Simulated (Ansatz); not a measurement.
# CHO₂ radical: one species, many methods

Aim: compute CHO₂ radical with functionals from several rungs and with coupled cluster, and see how far each lands from CCSD(T) at the basis-set limit for the atomisation energy.

Program: Ansatz 0.2.0, Gaussian basis. Level of theory: functionals in def2-TZVPP, the program's frozen cores in correlated methods. These are calculated values, not measurements.

Levels to be run: LDA (SPW92), PBE-D4, revPBE-D4, BLYP-D4, r2SCAN-D4, B97M-V, PBE0-D4, B3LYP-D4, r2SCANh-D4, r2SCAN0-D4, HSE06-D4, BHLYP-D4, CAM-B3LYP-D4, LC-ωPBE, ωB97X-V, ωB97M-V, B2PLYP, PBE-QIDH; CCSD(T)/def2-SVP; CCSD(T)/def2-TZVPP; CCSD(T)/def2-QZVPP; extrapolation to the limit; RPA on PBE.

## (1) Structure used throughout

All runs share one geometry, relaxed beforehand with PBE0-D4 in a triple-zeta def2 set.

SMILES `O=[C]O`, 4 atoms, charge 0, spin multiplicity 2.

Atoms are counted from 1 here; the program's logs count them from 0.

Bond lengths: O1–C2 1.179 Å, C2–O3 1.316 Å, O3–H4 0.976 Å. Angles: O1–C2–O3 130.9°, C2–O3–H4 109.3°.

Geometry (Å):

```xyz
4

O     0.0477    0.3264    1.3405
C     0.4812   -0.3034    0.4434
O     0.1349   -0.3482   -0.8253
H    -0.6083    0.2648   -0.9788
```

## (2) LDA

This LDA is Slater exchange with PW92 correlation.

File in.yaml:

```yaml
crystal:
  periodic: [false, false, false]
  atoms:
    - {symbol: O, position_ang: [0.047668, 0.326438, 1.340467]}
    - {symbol: C, position_ang: [0.481200, -0.303351, 0.443383]}
    - {symbol: O, position_ang: [0.134931, -0.348152, -0.825306]}
    - {symbol: H, position_ang: [-0.608299, 0.264766, -0.978846]}
basis:
  gaussian: {orbitals: def2-TZVPP}
magnetization: {spin_polarized: true, initial_magnetization: 1}
hamiltonian: {xc: lda}
output: {orbitals: {seedname: orbitals}}
```

Further steps of the session: PBE-D4 (GGA); revPBE-D4 (GGA); BLYP-D4 (GGA); r2SCAN-D4 (meta-GGA); B97M-V (meta-GGA); PBE0-D4 (hybrid); B3LYP-D4 (hybrid); r2SCANh-D4 (hybrid); r2SCAN0-D4 (hybrid); HSE06-D4 (hybrid); BHLYP-D4 (hybrid); CAM-B3LYP-D4 (range-separated); LC-ωPBE-D4 (range-separated); ωB97X-V (range-separated); ωB97M-V (range-separated); B2PLYP (double hybrid); PBE-QIDH (double hybrid); CCSD(T) in def2-SVP; CCSD(T) in def2-TZVPP; CCSD(T) in def2-QZVPP; RPA on PBE orbitals.

Q: Predict the results of all the runs planned. Wanted: atomisation energy, CCSD(T)/CBS; farthest beyond LDA; mean size of error, GGA; mean size of error, meta-GGA; mean size of error, hybrid; mean size of error, range-separated; mean size of error, double hybrid; gap, smallest and largest; T1 diagnostic.

The runs gave:

| quantity | value |
| --- | --- |
| atomisation energy, CCSD(T)/CBS | 393.2 kcal/mol |
| functionals within 2.0 kcal/mol (0.5 %) | B97M-V, r2SCANh-D4, B2PLYP |
| farthest beyond LDA | PBE-D4 (+28.0 kcal/mol) |
| mean size of error, GGA | 17.4 kcal/mol |
| mean size of error, meta-GGA | 4.8 kcal/mol |
| mean size of error, hybrid | 8.4 kcal/mol |
| mean size of error, range-separated | 3.6 kcal/mol |
| mean size of error, double hybrid | 2.1 kcal/mol |
| gap, smallest and largest | 1.38 eV (LDA (SPW92)), 10.01 eV (LC-ωPBE) |
| T1 diagnostic | 0.0223 |
| triples share of the correlation energy | 4.1 % |

In words: LDA overbinds by 91.5 kcal/mol (23 %). PBE-D4 is off by +28.0 kcal/mol. Double hybrids carry the basis error of their MP2 part in triple zeta, and no dispersion term here, so their miss is partly the set-up's. By mean error the best rung here is double hybrid (2.1 kcal/mol) and the worst beyond LDA is GGA (17.4 kcal/mol). Misses under about 2.0 kcal/mol are within the doubt on the reference itself, which lacks core-valence correlation, relativity and higher excitations. Hartree-Fock recovers 63 % of the binding; the rest is correlation. CCSD(T) in def2-SVP is off by -22.0 kcal/mol, worse than the median functional, from the basis alone. Orbital gaps span 1.4 to 10.0 eV; exact exchange widens them.
